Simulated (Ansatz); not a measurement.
System: lithium fluoride, LiF (charge 0, singlet). 
Structure (B3LYP-D3(BJ)/def2-TZVP (Ansatz, a quantum-chemistry and plane-wave program) minimum search):
```xyz
2

Li     0.0000     0.0000    -1.1712
F      0.0000     0.0000     0.3904
```

Atomisation energy built up term by term with Ansatz (kcal/mol; UHF references for open shells; valence terms freeze the core; atomic spin-orbit terms are left out; no core correlation term is included; no scalar relativity (X2C) term is included). Basis-set limits of correlation are two-point, X^-3; Hartree-Fock from the larger set.

| term | basis | kcal/mol |
|---|---|---|
| Hartree-Fock | def2-QZVPPD | [?] |
| CCSD correlation | CBS(def2-TZVPPD,def2-QZVPPD) | 44.15 |
| (T) | CBS(def2-TZVPPD,def2-QZVPPD) | [?] |
| sum: De |  | [?] |

Question: Some entries are withheld; supply them.

Answer: 
- Hartree-Fock, kcal/mol: 90.14
- (T), kcal/mol: 3.13
- sum: De, kcal/mol: 137.4
